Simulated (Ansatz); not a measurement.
Where PBE holds and where it fails for 1T (CdI2-type) TiS₂

Programs: Ansatz (an electronic-structure program).

```
property                               PBE     LDA  PBEsol  HSE06   PBE0  reference  PBE less reference
----------------------------------  ------  ------  ------  -----  -----  ---------  ------------------
lattice constant a (Å)               3.416   3.315   3.352  3.410  3.410     3.407*             +0.26 %
lattice parameter c (Å)              6.577   5.445   5.637  6.519  6.544     5.695*             +15.5 %
cohesive energy (eV/atom)             5.10    6.13    5.55      –      –          –                   –
formation enthalpy (eV/atom)        -1.306  -1.404  -1.356      –      –     -1.41*      +0.104 eV/atom
interlayer binding energy (meV/Å²)     0.9    19.8     6.6      –      –          –                   –
```

PBE is well off the measurement for the lattice parameter c (+15.5 %).  In between, or not called against an uncorrected reference: lattice constant a (+0.26 %), formation enthalpy (+0.104 eV/atom). Where no measured value is used, PBE differs from PBEsol by -0.45 eV/atom in the cohesive energy; from PBEsol by -86 % in the interlayer binding energy.

A star marks values at room or unstated temperature without corrections; heat and zero-point motion as a rule enlarge cells and lower moduli and gaps.

Called well off clearly beyond 0.120 eV/atom for the formation enthalpy (bounds picked here from the quality of each reference); the lattice parameter c is called against an uncorrected reference, since a correction would as a rule widen the miss or is far smaller.

The references are measured values: lattice constant a unstated, lattice parameter c unstated, formation enthalpy room temperature.

Unless a row names a cell, each level is at its own relaxed cell.

Caveats: the cell comes from a level without a dispersion term, which matters for the spacing of layers, chains or molecules (PBE, LDA, PBEsol, HSE06, PBE0). Ansatz's density-functional and Hartree–Fock values are scalar-relativistic unless marked +SOC, with PAW data made under PBE.

References as tabulated in Chianelli et al. (1975), doi:10.1016/0025-5408(75)90100-2; Zhang et al. (2018), doi:10.1038/s41524-018-0065-z.
